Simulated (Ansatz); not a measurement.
System: zinc-blende BP. Method: G0W0@PBE (hard PAW, contour deformation; Ansatz, a first-principles code).

The cell has the measured lattice parameters. Conventional cell: a = 4.5380 Å, b = 4.5380 Å, c = 4.5380 Å, α = 90.00°, β = 90.00°, γ = 90.00°.

The quasiparticle gap at Γ at a fixed k mesh 4×4×4:

```
response cutoff          value (eV)
-----------------------  ----------
150 eV, 179 empty bands       4.271
200 eV, 276 empty bands       4.297
250 eV, 385 empty bands       4.309
300 eV, 506 empty bands       4.316
```

Taking the value to converge with the response cutoff E as E^(−3/2), extrapolate from the last two rows.

With y = y∞ + c/w and weights w = 3953 and 5196 for the last two rows, y∞ = (w2 y2 − w1 y1)/(w2 − w1) = (5196 × 4.316 − 3953 × 4.309)/1243 = 4.338 eV, which lies 0.022 beyond the last row. Successive pairs of rows give 4.345, 4.339, 4.338. The limit also hangs on the law assumed, so its last digits aren't firm.

The other settings are not extrapolated, so this is the limit in one setting alone.

At the last cutoff the smallest gap on this mesh is 2.02 eV, with an edge away from Γ.
